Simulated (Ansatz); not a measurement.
# SiNH₄+: Born-Oppenheimer dynamics

The task is to watch the atoms for 30 steps of 0.25 fs, started with velocities for 1000 K and run with a Nosé-Hoover thermostat.

Method: PBE0-D4/def2-SVP; program: Ansatz 0.2.0, Gaussian basis.

## (1) The starting structure

SMILES `[NH2+]=[SiH2]`, 6 atoms, charge 1, spin multiplicity 1.

Atoms are counted from 1 here; the program's logs count them from 0.

Bond lengths: N1–Si2 1.669 Å, N1–H3 1.017 Å, N1–H4 1.017 Å, Si2–H5 1.448 Å, Si2–H6 1.448 Å. Angles: Si2–N1–H3 124.6°, Si2–N1–H4 124.9°, H3–N1–H4 110.4°, N1–Si2–H5 116.8°, N1–Si2–H6 116.9°, H5–Si2–H6 126.3°.

As a file:

```xyz
6
charge 1, multiplicity 1
N    -0.00238   -0.83351    0.20710
Si    0.00177    0.78651   -0.19403
H     0.33525   -1.57961   -0.39638
H    -0.34129   -1.21480    1.08687
H     0.52684    1.13427   -1.49792
H    -0.52018    1.70713    0.79436
```

## (2) Dynamics

The input, md/in.yaml:

```yaml
crystal:
  periodic: [false, false, false]
  atoms:
    - {symbol: N, position_ang: [-0.002380, -0.833510, 0.207100]}
    - {symbol: Si, position_ang: [0.001770, 0.786510, -0.194030]}
    - {symbol: H, position_ang: [0.335250, -1.579610, -0.396380]}
    - {symbol: H, position_ang: [-0.341290, -1.214800, 1.086870]}
    - {symbol: H, position_ang: [0.526840, 1.134270, -1.497920]}
    - {symbol: H, position_ang: [-0.520180, 1.707130, 0.794360]}
basis:
  gaussian: {orbitals: def2-SVP}
total_charge: 1
hamiltonian: {xc: pbe0, dispersion: d4}
md: {n_steps: 30, timestep: 0.25, temperature: 1000, ensemble: nvt_nose_hoover, seed: 67, initial_velocities: maxwell_boltzmann}
```

Launch:

```bash
$ ansatz run in.yaml --threads 2 --pin off --events-out ev --progress --plain --max-ram 3481MiB
```

Q: Predict the outcome of this session. Wanted: temperature at the start; mean temperature, second half; lowest and highest potential energy, from the first frame; largest change of potential + kinetic.

As calculated:

| quantity | value |
| --- | --- |
| length | 30 steps, 7.5 fs |
| temperature at the start | 1000 K |
| mean temperature, second half | 368 K |
| lowest and highest potential energy, from the first frame | -4 and 369 meV |
| largest change of potential + kinetic | 1.1 meV |

**Reading.** The thermostat trades energy with the molecule, so the sum of potential and kinetic energy isn't conserved: it changes by +1 meV over the run. The mean temperature of the second half is still well below the 1000 K set. The instant temperature ranges from 289 to 1008 K, as energy passes between motion and strain. No bond breaks or forms, judged by distance.
